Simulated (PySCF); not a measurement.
**Stretching SiS⁻**

Set-up: basis Si def2-TZVPPD, S def2-TZVPPD; no relativity; PySCF 2.14. Energies in eV from Si + S⁻ in their ground configurations at the same level. State: ²Π (doublet), unpaired electrons π ↑.

| R (Å) | r²SCAN0 | PBE0 |
| --- | --- | --- |
| 1.751 | -3.398 | -3.432 |
| 1.832 | -4.112 | -4.154 |
| 1.914 | -4.494 | -4.546 |
| 1.975 | -4.621 | -4.682 |
| 2.036 | -4.646 | -4.716 |
| 2.097 | -4.594 | -4.673 |
| 2.179 | -4.435 | -4.527 |
| 2.280 | -4.142 | -4.249 |
| 2.402 | -3.709 | -3.834 |
| 2.565 | -3.081 | -3.228 |

Question: Put a parabola through the three lowest points of the r²SCAN0 curve and estimate Re, k and ωe (reduced mass 14.92 u; 1 eV/Å² = 0.16022 mdyn/Å; ωe = 1302.8·√(k/μ) cm⁻¹).

Answer: Through R = 1.975, 2.036, 2.097 Å the second-order coefficient is 10.3 eV/Å², so Re ≈ 2.025 Å, k ≈ 3.32 mdyn/Å and ωe ≈ 614 cm⁻¹. A polynomial fit of higher order to the unrounded r²SCAN0 energies gives Re = 2.023 Å, k = 3.52 mdyn/Å, ωe = 633 cm⁻¹; anharmonicity and rounding make the difference.

The higher-order fit for each curve: r²SCAN0: Re = 2.023 Å, ωe = 633 cm⁻¹, De = 4.65 eV; PBE0: Re = 2.030 Å, ωe = 622 cm⁻¹, De = 4.72 eV.

For an ion De counts to the pair picked by the measured ionisation energies or electron affinities, which need not be the lowest pair at this level. The highest Kohn–Sham level is positive in this anion. Much of that is self-interaction error, but it also means that the finite basis helps to hold the extra electron. The state was picked by a PBE0 search and need not be the measured ground state.
